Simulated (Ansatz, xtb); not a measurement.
# Relaxing a trial structure of CHBSi

The starting geometry of this gas-phase singlet has its atoms placed at random.

```xyz
4

C    -0.7646   -0.3748    1.2381
B     1.0017   -1.2115    0.2103
Si    0.8497    0.4167    0.9961
H    -0.2233   -1.3069   -0.6950
```

**Question.** Guess where an optimisation with r2SCAN-D4/def2-SVP ends from this start.

**Answer.** It ends as a structure given below by its coordinates. Distances that change by over a tenth: B2–Si3 (1.81 → 2.50 Å). Contacts that close: C1–B2 (2.21 → 1.38 Å), B2–H4 (1.53 → 1.19 Å).

The energy falls by 6.47 eV over 12 steps:

| step | E − E(last) (eV) |
| --- | --- |
| 1 | 6.469 |
| 2 | 5.009 |
| 3 | 4.113 |
| 5 | 1.353 |
| 6 | 0.363 |
| 7 | 0.037 |
| 8 | 0.008 |
| 10 | 0.000 |
| 11 | 0.000 |
| 12 | 0.000 |

Final geometry (Å):

```xyz
4

C    -0.2892   -0.3308    1.1778
B    -0.0402   -1.0918    0.0566
Si    1.0360    0.7031    1.4231
H     0.1568   -1.7571   -0.9080
```

From the same start GFN2-xTB reaches the same bonding as this run.

From so rough a start the end depends on the optimiser's path, so another program may land elsewhere. The end wasn't checked by frequencies. Run with Ansatz 0.2.0, 16 s on 1 thread of AMD EPYC 7R43 64-Core Processor (Zen 3) (shared host).
